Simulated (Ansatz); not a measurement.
The input, for Ansatz 0.2.0:

```yaml
crystal:
  periodic: [false, false, false]
  atoms:
    - {symbol: Ge, position_ang: [0.000000, 0.000000, 0.000000]}
    - {symbol: C, position_ang: [0.000000, 0.000000, 1.912799]}
basis:
  gaussian: {orbitals: cc-pVDZ}
correlation: {method: fic_nevpt4_sd, electrons: outside_noble_gas, active_space: {window: {electrons: 2, orbitals: 2}, states: [{multiplicity: 1, weights: [1, 1]}], root: 0}}
```

```sh
$ ansatz run in.yaml --threads 1 --pin off --events-out ev --progress --plain --max-ram 2393MiB
```

Log:

```
775 factors; integrals over basis functions are off by at most 1.6e-7 eV
mean field evaluation 1: about -57494.1872 eV, gradient 1.6e1 eV
mean field evaluation 2: about -57494.2533 eV, gradient 1.6e1 eV
mean field evaluation 4: about -57495.4075 eV, gradient 2.0e0 eV
mean field evaluation 8: about -57495.4760 eV, gradient 8.0e-2 eV
mean field evaluation 16: about -57495.4761 eV, gradient 4.7e-4 eV
mean field evaluation 32: about -57495.4094 eV, gradient 6.2e-2 eV
mean field evaluation 64: about -57495.4761 eV, gradient 3.0e-4 eV
mean field evaluation 96: about -57496.9940 eV, gradient 4.4e-1 eV
mean field evaluation 128: about -57497.0009 eV, gradient 3.2e-1 eV
mean field -57497.00634922 eV, -2112.9760104630 hartree, gradient 3.4e-7 eV, S^2 0.000000; 10 other end points of the search recorded, 0 dependent functions left out; unrestricted orbitals would lower it
reference -57497.00634922 eV, -2112.9760104630 hartree; 19, 19 occupied and 22, 22 virtual orbitals, 775 factors
state -57497.41084795 eV, -2112.9908755173 hartree
state -57497.41084795 eV, -2112.9908755173 hartree
state -57497.41084795 eV, -2112.9908755173 hartree; corrected -57502.66683716 eV, -2113.1840295582 hartree
state -57497.41084795 eV, -2112.9908755173 hartree; corrected -57502.66683716 eV, -2113.1840295582 hartree
Total energy: -57502.66683716 eV, -2113.1840295582 hartree
```

Natural occupations, averaged over the states: 1.0000 1.0000.

Ran on 1 thread of Arm Neoverse V1, shared host: 2.4 s wall, 0.1 GiB peak host memory.
